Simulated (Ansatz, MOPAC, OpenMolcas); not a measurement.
**CH7BSi (SMILES CB[SiH3]): methods side by side**

The species is CH7BSi (10 atoms), meant as a singlet with charge 0. As SMILES, `CB[SiH3]`. Geometry: relaxed at PBE0-D4/def2-TZVP.

Quantity: the HOMO–LUMO gap, in eV. The values are calculated.

```csv
level,kind,program,value (eV),CPU time
PM7,semi-empirical,MOPAC,9.48,under 2 s
HF/6-311+G**,Hartree–Fock,OpenMolcas,12.17,39 s
SVWN5/6-311+G**,LDA,Ansatz,3.77,5.8 s
PBE/6-311+G**,GGA,OpenMolcas,3.94,93 s
r2SCAN/6-311+G**,meta-GGA,OpenMolcas,4.53,1.8 min
M06-2X/6-311+G**,hybrid meta-GGA,OpenMolcas,8.16,95 s
wB97X/6-311+G**,range-separated hybrid,Ansatz,10.73,30 s
B2PLYP/6-311+G**,double hybrid,OpenMolcas,8.59,73 s
```

The values span 3.77 to 12.17 eV. Orbital gaps aren't excitation energies, and those of double hybrids come from the SCF part alone; they tend to grow with the share of exact exchange. CPU times are rough (shared hosts, several kinds of processor and program).
